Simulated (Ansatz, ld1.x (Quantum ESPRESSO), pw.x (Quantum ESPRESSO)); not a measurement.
**pw.x on fcc Al: one setting changed**

Potential: norm-conserving RRKJ (Kleinman–Bylander form), ld1.x (Quantum ESPRESSO) 7.5, PBE; core [Ne], reference 3s2 3p1; waves: 3s (bound): rc 1.80 bohr; 3p (bound): rc 2.90 bohr; 3d channel at 0.25 Ry: rc 3.05 bohr; local part: all-electron potential smoothed inside 1.60 bohr (lloc = -1); core correction: none.

The reference run (k-mesh 14³, cutoffs 35/140 Ry, Fermi–Dirac 0.01 Ry, mixing_beta 0.4, conv_thr 1e-9, no spin) gives 0.12 GPa at 16.527 Å³/atom, where all-electron LAPW gives -0.17 GPa. This run, with its own iteration cap, changes diagonalization to cg.

```
&control
  calculation='scf', prefix='x', pseudo_dir='./', outdir='./tmp', tstress=.true., disk_io='none'
/
&system
  ibrav=0, nat=1, ntyp=1, ecutwfc=35, ecutrho=140, nbnd=8,
  occupations='smearing', smearing='fd', degauss=0.01
/
&electrons
  conv_thr=1e-09, mixing_beta=0.4, electron_maxstep=70, diagonalization='cg'
/
ATOMIC_SPECIES
Al 1.0 Al.UPF
CELL_PARAMETERS angstrom
  0.00000000 2.02172157 2.02172157
  2.02172157 0.00000000 2.02172157
  2.02172157 2.02172157 0.00000000
ATOMIC_POSITIONS crystal
Al 0.0000 0.0000 0.0000
K_POINTS automatic
14 14 14 0 0 0
```

```bash
pw.x < Al.scf.in > Al.scf.out
```

How does the run end?

It converges in 5 iterations; the free energy moves by +0.0 meV/atom and the pressure by +0.00 GPa. The result is that of the reference run.

```
Message from routine setup:
     using ibrav=0 with symmetry is DISCOURAGED, use correct ibrav instead
     lattice parameter (alat)  =       5.4030  a.u.
     unit-cell volume          =     111.5297 (a.u.)^3
     number of electrons       =         3.00
     number of Kohn-Sham states=            8
     kinetic-energy cutoff     =      35.0000  Ry
     charge density cutoff     =     140.0000  Ry
     scf convergence threshold =      1.0E-09
     Exchange-correlation= PBE
     number of k points=   104  Fermi-Dirac smearing, width (Ry)=  0.0100
     iteration #  1     ecut=    35.00 Ry     beta= 0.40
     total energy              =      -4.14665217 Ry
     estimated scf accuracy    <       0.00607229 Ry
     iteration #  2     ecut=    35.00 Ry     beta= 0.40
     total energy              =      -4.14646761 Ry
     estimated scf accuracy    <       0.00211011 Ry
     iteration #  3     ecut=    35.00 Ry     beta= 0.40
     total energy              =      -4.14648911 Ry
     estimated scf accuracy    <       0.00000184 Ry
     iteration #  4     ecut=    35.00 Ry     beta= 0.40
     total energy              =      -4.14648938 Ry
     estimated scf accuracy    <       0.00000029 Ry
     iteration #  5     ecut=    35.00 Ry     beta= 0.40
     the Fermi energy is     7.9393 ev
!    total energy              =      -4.14648939 Ry
     estimated scf accuracy    <          6.9E-10 Ry
     smearing contrib. (-TS)   =      -0.00208585 Ry
     The total energy is F=E-TS. E is the sum of the following terms:
     one-electron contribution =       2.85523756 Ry
     hartree contribution      =       0.00890241 Ry
     xc contribution           =      -1.60823487 Ry
     ewald contribution        =      -5.40030864 Ry
     convergence has been achieved in   5 iterations
          total   stress  (Ry/bohr**3)                   (kbar)     P=        1.20
     Message from routine punch:
     Nothing written, as per user request (disk_io='none')
```

The run took about 9.4 s on one core of a shared host (Intel(R) Xeon(R) Platinum 8259CL CPU @ 2.50GHz, 96 threads, 755 GiB, load 69).
